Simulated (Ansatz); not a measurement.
# C5H10O2: up Jacob's ladder to CCSD(T)

The task here is to estimate one member of a computed series from the others.

Method: functionals in def2-TZVPP, the program's frozen cores in correlated methods; program: Ansatz 0.2.0, Gaussian basis.

Plan: PBE-D4, r2SCAN-D4, PBE0-D4, B3LYP-D4, ωB97X-V, ωB97M-V, B2PLYP; CCSD(T)/def2-TZVPP; MP2/def2-QZVPP; extrapolation to the limit.

## The relaxed structure

An earlier PBE0-D4 in a triple-zeta def2 set relaxation fixed the geometry.

17 atoms, charge 0, spin multiplicity 1.

Atoms are counted from 1 here; the program's logs count them from 0.

Bond lengths: C1–C2 1.509 Å, C1–H8 1.092 Å, C1–H9 1.091 Å, C1–H10 1.093 Å, C2–O3 1.433 Å, C2–H11 1.091 Å, C2–H12 1.091 Å, O3–C4 1.341 Å, C4–O5 1.202 Å, C4–C6 1.504 Å, C6–C7 1.514 Å, C6–H13 1.095 Å, C6–H14 1.095 Å, C7–H15 1.091 Å, C7–H16 1.091 Å, C7–H17 1.091 Å. Angles: C2–C1–H8 110.8°, C2–C1–H9 110.7°, C2–C1–H10 109.8°, H8–C1–H9 109.0°, H8–C1–H10 108.2°, H9–C1–H10 108.2°, C1–C2–O3 111.4°, C1–C2–H11 111.1°, C1–C2–H12 111.4°, O3–C2–H11 108.9°, O3–C2–H12 104.6°, H11–C2–H12 109.2°, C2–O3–C4 116.5°, O3–C4–O5 123.9°, O3–C4–C6 110.8°, O5–C4–C6 125.3°, C4–C6–C7 113.0°, C4–C6–H13 107.4° and more.

As a file:

| atom | x (Å) | y (Å) | z (Å) |
| --- | --- | --- | --- |
| C1 | 1.07934 | -0.40206 | -2.44287 |
| C2 | 1.66450 | -0.56201 | -1.06114 |
| O3 | 0.64912 | -0.85379 | -0.09323 |
| C4 | 0.00244 | 0.19742 | 0.42994 |
| O5 | 0.23783 | 1.34023 | 0.14049 |
| C6 | -1.03794 | -0.25288 | 1.41814 |
| C7 | -1.80179 | 0.89725 | 2.03888 |
| H8 | 0.51745 | -1.29255 | -2.73213 |
| H9 | 0.41765 | 0.46409 | -2.48413 |
| H10 | 1.88169 | -0.25333 | -3.16944 |
| H11 | 2.19756 | 0.33919 | -0.75362 |
| H12 | 2.34300 | -1.41467 | -1.01313 |
| H13 | -0.52863 | -0.85594 | 2.17651 |
| H14 | -1.70485 | -0.94671 | 0.89660 |
| H15 | -1.12909 | 1.57468 | 2.56661 |
| H16 | -2.31796 | 1.48187 | 1.27608 |
| H17 | -2.54311 | 0.52539 | 2.74844 |

Set-up of the first run:

Contents of in.yaml:

```yaml
crystal:
  periodic: [false, false, false]
  atoms:
    - {symbol: C, position_ang: [1.079337, -0.402059, -2.442871]}
    - {symbol: C, position_ang: [1.664498, -0.562011, -1.061143]}
    - {symbol: O, position_ang: [0.649119, -0.853792, -0.093226]}
    - {symbol: C, position_ang: [0.002435, 0.197418, 0.429938]}
    - {symbol: O, position_ang: [0.237827, 1.340232, 0.140490]}
    - {symbol: C, position_ang: [-1.037942, -0.252882, 1.418137]}
    - {symbol: C, position_ang: [-1.801790, 0.897254, 2.038878]}
    - {symbol: H, position_ang: [0.517450, -1.292550, -2.732131]}
    - {symbol: H, position_ang: [0.417654, 0.464085, -2.484127]}
    - {symbol: H, position_ang: [1.881685, -0.253325, -3.169435]}
    - {symbol: H, position_ang: [2.197564, 0.339194, -0.753616]}
    - {symbol: H, position_ang: [2.342999, -1.414665, -1.013128]}
    - {symbol: H, position_ang: [-0.528625, -0.855940, 2.176506]}
    - {symbol: H, position_ang: [-1.704849, -0.946706, 0.896604]}
    - {symbol: H, position_ang: [-1.129094, 1.574684, 2.566608]}
    - {symbol: H, position_ang: [-2.317957, 1.481872, 1.276084]}
    - {symbol: H, position_ang: [-2.543110, 0.525392, 2.748435]}
basis:
  gaussian: {orbitals: def2-TZVPP}
hamiltonian: {xc: pbe, dispersion: d4}
output: {forces: true, orbitals: {seedname: orbitals}}
```

On the command line:

```
ansatz run in.yaml --threads 2 --pin off --events-out ev --progress --plain --max-ram 32768MiB --backend cuda --devices 0, --max-vram 18GiB
```

Steps of the session up to this table: PBE-D4 (GGA); r2SCAN-D4 (meta-GGA); PBE0-D4 (hybrid); B3LYP-D4 (hybrid); ωB97X-V (range-separated); ωB97M-V (range-separated); B2PLYP (double hybrid); CCSD(T) in def2-TZVPP; MP2 in def2-QZVPP.

One of the session's tables, all rows but one given; the rest of the session is left out.

| method | atoms, summed (eV) | atomisation energy (kJ/mol) |
| --- | --- | --- |
| PBE-D4 | -9360.590 | 7211.3 |
| r2SCAN-D4 | -9368.366 | 7055.7 |
| PBE0-D4 | -9362.742 | 7072.0 |
| B3LYP-D4 | -9374.635 | 7026.8 |
| ωB97X-V | -9370.914 | 7039.5 |
| ωB97M-V | -9369.626 | 7047.7 |
| B2PLYP | -9366.842 | 6963.0 |
| HF/def2-TZVPP | -9336.002 | 5141.7 |
| MP2/def2-TZVPP | -9352.707 | 6982.9 |
| CCSD/def2-TZVPP | -9356.387 | 6754.4 |
| CCSD(T)/def2-TZVPP | -9356.818 | 6859.6 |
| MP2/CBS | ? | ? |
| CCSD(T)/CBS | -9359.964 | 7020.9 |

Estimate the missing values for MP2/CBS.

**Answer.** atoms, summed (eV): -9355.852; atomisation energy (kJ/mol): 7144.2. In the column «atoms, summed (eV)» it lies between CCSD/def2-TZVPP (-9356.387) and MP2/def2-TZVPP (-9352.707).

To keep in mind: Free atoms (5 C, 2 O, 10 H) were run apart at each level; the atomisation energy is their sum less the molecule, without zero-point or spin-orbit terms.
